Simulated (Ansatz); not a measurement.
Process, species as SMILES: ClCCl → Cl[CH2] (CH2-Cl) + Cl atom
B3LYP-D3(BJ)/def2-TZVP geometries, fixed; electronic energies without zero-point terms.

Basis-set convergence of the bond dissociation energy at wB97M-V with Ansatz (a first-principles code). Cartesian d functions, on some or all atoms, in 6-31G*, 6-31+G*, 6-311G**, 6-311+G**; all else is spherical. The program fits the integrals of some runs and decomposes those of others, by size. Open shells are unrestricted. The functional holds VV10 correlation; no added dispersion term, no relativity. Functions are those of the species that has most. Reference: the value in aug-pcseg-3, 82.91 kcal/mol, itself unsure by roughly 0.03 kcal/mol (its mean distance from aug-cc-pV(Q+d)Z, cc-pV(5+d)Z, def2-QZVPPD). Deviations are taken from unrounded values.

```csv
basis,functions,bond dissociation energy (kcal/mol),minus reference (kcal/mol)
3-21G,39,77.58,-5.33
def2-SV(P),54,82.93,0.02
6-31G*,57,83.27,0.36
pcseg-1,60,80.14,-2.77
6-31+G*,69,81.78,-1.13
6-311G**,84,81.76,-1.15
6-311+G**,96,81.50,-1.41
"6-311++G(3df,3pd)",169,83.72,0.81
def2-TZVPPD,173,82.94,0.03
```

The smallest set listed that lies within 0.5 kcal/mol of the reference with all its larger relatives (same family, alike in diffuse functions; a set with none counts only in the reference's own line) is def2-SV(P) (54 functions, 0.02 kcal/mol off). Inside the window by cancellation, since a larger relative falls out: 6-31G*. (Relatives not listed, tested too: def2-SVP -0.49, 6-31G** -0.11, def2-TZVP -0.03, def2-TZVPP 0.02, def2-QZVP -0.03, def2-QZVPP -0.03, def2-QZVPPD -0.03 kcal/mol.)
